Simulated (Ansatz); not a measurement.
What does this script print? It uses the Ansatz DFT code, driven from Python.

`cas_cf2.py`:
```python
"""Active-space calculation on CF2."""

import logging
import sys

import ansatz as az

logging.basicConfig(stream=sys.stdout, format="%(name)s: %(message)s")
log = logging.getLogger("ansatz_job")
log.setLevel(logging.INFO)

geometry_ang = [
    ("F", (0.39694, 1.0328, 0.33277)),
    ("C", (0.32682, -0.27218, 0.14973)),
    ("F", (-0.72376, -0.76062, -0.4825)),
]
system = az.Crystal.molecule()
for symbol, xyz in geometry_ang:
    system = system.atom(symbol, xyz)

base = (
    system.calculation()
    .basis(gaussian="cc-pVDZ")
    .correlation(active_electrons=2, active_orbitals=2)
)
for method in [None]:
    summary = (base if method is None else base.correlation(method)).run(threads=1).report
    space = summary["configurations"]
    state = space["states"][0]
    print(method or "casscf", f"total {summary['free_energy_ev'] / 27.211386246:.6f} Ha, active-space state {state['energy']['hartree']:.6f} Ha, mean field {summary['reference_energy_ev'] / 27.211386246:.6f} Ha")
    print("  determinants", state["n_determinants"], " natural occupations", [round(n, 3) for n in space["natural_occupations"]])
```

```console
$ python cas_cf2.py
casscf total -236.676230 Ha, active-space state -236.676230 Ha, mean field -236.654253 Ha
  determinants 4  natural occupations [1.927, 0.073]
```

What to keep in mind:
- Total energies depend on the basis set; only differences at equal settings carry meaning.
- The geometry is a force-field or estimated start, not a minimum of this method, and the basis set is short of its limit. The active space starts as a window about the frontier orbitals and is then optimised, not chosen by chemistry.
- Run time: 0.7 s on 1 thread of Arm Neoverse V1 (shared host), peak memory 0.14 GiB.
